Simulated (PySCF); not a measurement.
**Working out the electron affinity of S**

S⁻ [Ne] 3s2 3p5 (2P) → S [Ne] 3s2 3p4 (3P). All numbers are calculated (PySCF 2.14, scalar relativity by spin-free X2C-1e, in dyall-acv3z (19s12p6d4f, 113 functions)). Frozen: [Ne]; the 31 highest virtual orbitals dropped. Energies in hartree (1 hartree = 27.21139 eV):

| part | S⁻ (lower) | S (upper) |
| --- | --- | --- |
| UHF | -398.629677 | -398.597747 |
| CCSD correlation | -0.180584 | -0.144496 |
| (T) | -0.008533 | -0.005370 |

Task: What does Hartree-Fock give?

Result: (-398.597747) − (-398.629677) = 0.031930 hartree = 0.869 eV.

Task: What do CCSD and CCSD(T) give?

Result: The CCSD correlation energies differ by 0.036088 hartree = 0.982 eV and the triples by 0.003163 hartree = 0.086 eV, so CCSD gives 1.851 eV and CCSD(T) 1.937 eV.

A first-order spin-orbit estimate adds -0.003 eV to CCSD(T) (valence), giving 1.934 eV against 2.077 eV (measured; photodetachment measurements, as compiled on the Wikipedia data page of electron affinities).

What remains against the reference includes basis incompleteness, the frozen core and higher excitations.
